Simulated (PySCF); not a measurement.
Simulated C 1s region for `FC(F)CCl` (2-chloro-1,1-difluoroethane), binding energy against the vacuum level.

Every computed line was given a Gaussian of 0.6 eV full width at half maximum and an area set by the number of equivalent atoms; the highest printed point is 100. Computed, not measured: delta-SCF UKS SCAN, pcX-2 on the ionised atom, pcseg-1 elsewhere, spin-free X2C (PySCF).

(binding energy (eV), intensity): (292.3, 0), (292.4, 2), (292.5, 4), (292.6, 11), (292.7, 23), (292.8, 42), (292.9, 65), (293.0, 87), (293.1, 99), (293.2, 97), (293.3, 81), (293.4, 58), (293.5, 36), (293.6, 19), (293.7, 9), (293.8, 3), (293.9, 1), (294.0, 0), (294.1, 0), (294.2, 0), (294.3, 0), (294.4, 0), (294.5, 0), (294.6, 0), (294.7, 0), (294.8, 0), (294.9, 0), (295.0, 0), (295.1, 0), (295.2, 0), (295.3, 0), (295.4, 0), (295.5, 1), (295.6, 3), (295.7, 7), (295.8, 16), (295.9, 32), (296.0, 54), (296.1, 77), (296.2, 95), (296.3, 100), (296.4, 90), (296.5, 70), (296.6, 47), (296.7, 27), (296.8, 13), (296.9, 5), (297.0, 2), (297.1, 1)

Problem. How many maxima does the curve show, and how many computed lines lie under it?

Solution. The curve has 2 maxima (at 293.1 and 296.3 eV). Under it lie 2 lines from 2 inequivalent carbon sites.

Problem. Decompose the envelope and assign each component. Numbering: `[F:1][CH:2]([F:3])[CH2:4][Cl:5]`.

Solution. 
```json
{"position (eV)": "293.14", "relative area": "1", "line": "C 1s", "atoms": "C4", "environment": "sp3 C–Cl carbon"}
{"position (eV)": "296.28", "relative area": "1", "line": "C 1s", "atoms": "C2", "environment": "CHF2 carbon"}
```

Problem. What are the centre and the root-mean-square width of the whole band?

Solution. The area-weighted mean of the lines is 294.71 eV. Their own spread about it is 1.57 eV (rms) and each Gaussian has σ = 0.6/2.355 = 0.25 eV; the variances add, which gives 1.60 eV.

Problem. Above which line width would these two lines show one maximum?

Solution. Two equal Gaussians merge once their distance is under 2σ = FWHM/1.177. With 3.15 eV between them that is a full width over 3.71 eV.

The listed C 1s values span 3.14 eV, from C4 (bonded to Cl, C and 2 H) to C2 (bonded to 2 F, C and H). Summing the Pauling electronegativity differences to the bonded atoms, each weighted by its formal bond order, gives -0.09 for the lowest site and +2.51 for the highest.

Shake-up satellites, vibrational structure and lifetime widths aren't simulated. The structure is a single PBE0-D3(BJ)/def2-SVP conformer in the gas phase; no vibrational or solvent corrections.

The run took 22 s of wall time on Arm Neoverse V2, one thread, on a shared host.

The values belong to the conformer `[F:1][CH:2]([F:3])[CH2:4][Cl:5]`: F1–C2–C4–Cl5 67°.
